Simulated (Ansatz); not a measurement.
hcp Co, treated with BLYP (PAW; Ansatz, a quantum-chemistry and plane-wave program).

Numerical settings: plane-wave cutoff 520 eV, 30×30×16 k mesh (along the axes of the cell as run), Fermi–Dirac smearing 0.039 eV (set by the program), spin-polarised with parallel moments, scalar-relativistic PAW data made under PBE.

Computed at the level's own relaxed cell.

```yaml
crystal:
  lattice:
    - [2.53215, 0.00000, 0.00000]
    - [-1.26608, 2.19291, 0.00000]
    - [0.00000, 0.00000, 4.08924]
  atoms:
    - { symbol: Co, position: [0.66667, 0.33333, 0.75000] }
    - { symbol: Co, position: [0.33333, 0.66667, 0.25000] }
```

### Question
Give the elastic tensor (Voigt notation, GPa, ions relaxed, in the Cartesian axes of the cell as printed).

### Answer

```
  296.4   143.8   106.9     0.0     0.0     0.0
  143.8   296.4   106.9     0.0     0.0     0.0
  106.9   106.9   345.0     0.0     0.0     0.0
    0.0     0.0     0.0    82.3     0.0     0.0
    0.0     0.0     0.0     0.0    82.3     0.0
    0.0     0.0     0.0     0.0     0.0    76.3
```

Measured, for comparison: elastic constant C11 306 GPa, elastic constant C12 165 GPa, elastic constant C44 75 GPa, elastic constant C33 357 GPa, elastic constant C13 102 GPa (temperature not stated, not corrected to a static lattice; as tabulated in Steinle-Neumann et al. (1999), arXiv:cond-mat/9904431). Computed (rounded) less measured: elastic constant C11 -3 %, elastic constant C12 -13 %, elastic constant C44 +10 %, elastic constant C33 -3 %, elastic constant C13 +5 %. A static lattice is as a rule a little smaller and stiffer than an uncorrected measurement, which narrows the difference in the elastic constant C44, elastic constant C13 and would widen misses of the other sign.

The computed numbers hold no vibrational or temperature effects.
